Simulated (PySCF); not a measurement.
Compound: glycidaldehyde, C₃H₄O₂.
InChI=1S/C3H4O2/c4-1-3-2-5-3/h1,3H,2H2/t3-/m0/s1

Method: MP2 and CCSD/aug-cc-pVDZ in PySCF, restricted Hartree–Fock reference, 5 core orbitals frozen, non-relativistic, gas phase, PBE0-D3(BJ)/def2-SVP geometry.

E(HF) = -265.63177 Eh.

Problem. How large is the problem?

Solution. 151 basis functions and 38 electrons; 5 orbitals frozen, which leaves o = 14 correlated occupied and v = 132 virtual orbitals. That is o·v = 1848 singles and o·v(o·v + 1)/2 = 1708476 distinct closed-shell doubles amplitudes before symmetry; the costliest CCSD step grows as o²v⁴ = 6.0 × 10^10.

Problem. What are the MP2 and CCSD correlation energies?

Solution. MP2 -0.7982 Eh and CCSD -0.8260 Eh, which gives totals of -266.42996 and -266.45777 Eh. That is 0.803 eV for each correlated electron at CCSD (2169 kJ/mol in all, 0.310 % of the total energy); MP2 gives 96.6 % of the CCSD value.

Problem. What is the T1 diagnostic?

Solution. 0.0150, below the customary warning level of 0.02. It is the norm of the spatial-orbital singles amplitudes over the root of the number of correlated electrons, so the norm is 0.079.

Problem. How does correlation change the dipole moment?

Solution. HF gives 2.81 D and CCSD (unrelaxed density) 2.40 D, a change of -0.41 D.

No triples correction and no basis-set extrapolation were made.

Shape of the structure used: `[O:1]=[CH:2][C@H:3]1[CH2:4][O:5]1`: O1–C2–C3–C4 137°.

One conformer stands for the species.
